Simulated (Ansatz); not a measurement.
A structure drawn as `CCCCCl`, with this starting geometry:

Cartesian coordinates in Å:
```
C 0.1731 -0.9170 -1.6622
C 0.2470 -0.7145 -0.1859
C -0.2939 0.6455 0.1509
C -0.3071 1.0164 1.6883
Cl 1.2812 1.0404 2.3901
H -0.8074 -0.9200 -2.0621
H 0.8205 -0.2190 -2.2194
H 0.6192 -1.9461 -1.8859
H 1.2998 -0.7971 0.1188
H -0.3427 -1.4620 0.3108
H 0.3138 1.4480 -0.3695
H -1.2934 0.7970 -0.2520
H -0.8858 0.1255 2.1663
H -0.8245 1.9030 1.8117
```

The species carries charge 0 and has multiplicity 1.

Question: Relax it with Ansatz at PBE-D4/def2-SVP and then PBE0-D4/def2-TZVP. Is the drawn bonding still there?

Answer: Yes, every drawn bond is still there and no new one forms.

Question: Give the relaxed structure. (Estimate.)

Answer: The calculation gave: 
Z-matrix (Å, degrees):
```
C
C 1 1.518
H 1 1.092 2 111.4
H 1 1.094 2 111.4 3 120.2
H 1 1.094 2 111.1 3 -120.0
C 2 1.519 1 112.5 3 -179.9
H 2 1.094 1 109.9 3 58.3
H 2 1.096 1 109.8 3 -58.3
C 6 1.510 2 114.4 1 179.3
H 6 1.098 2 109.5 1 59.3
H 6 1.095 2 110.1 1 -57.3
Cl 9 1.790 6 112.2 2 65.5
H 9 1.091 6 111.6 2 -53.6
H 9 1.089 6 111.6 2 -175.6
```
All modes are real.

Atoms count as bonded under 1.1 times the sum of their covalent radii (H–H under 0.85 Å, pairs among N, O and F under 1.55 Å), and a drawn bond as lost past 1.3 times.
